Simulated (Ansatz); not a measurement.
**Several solutions for singlet MgS**

```json
{"atom": "Mg", "x (Å)": "0.0000", "y (Å)": "0.0000", "z (Å)": "0.0000"}
{"atom": "S", "x (Å)": "0.0000", "y (Å)": "0.0000", "z (Å)": "3.4240"}
```

Basis set: def2-SVP (spherical functions). Charge 0, multiplicity 1.

UHF was run from several starts with Ansatz (development build ahead of 0.2.0).

```json
{"run": "A", "program": "Ansatz", "start": "stability test followed", "converged": "yes", "energy (hartree)": "-596.89133", "<S²>": "1.18"}
{"run": "B", "program": "Ansatz", "start": "search for the lowest state", "converged": "yes", "energy (hartree)": "-596.89133", "<S²>": "1.18"}
{"run": "C", "program": "Ansatz", "start": "atomic start, no search", "converged": "yes", "energy (hartree)": "-596.83499", "<S²>": "0.00"}
```

(1) Which runs reached the lowest solution of this kind, and what is wrong with the others?

Results:

(1) A, B reached the lowest solution found. Converged but too high: C by 1.53 eV. Convergence only shows a stationary point, and even a stable one can lie too high; stability tests and further starts are what find lower ones. Caution: another spin multiplicity may lie lower. Caution: the unrestricted determinant is a mixture of spin states.
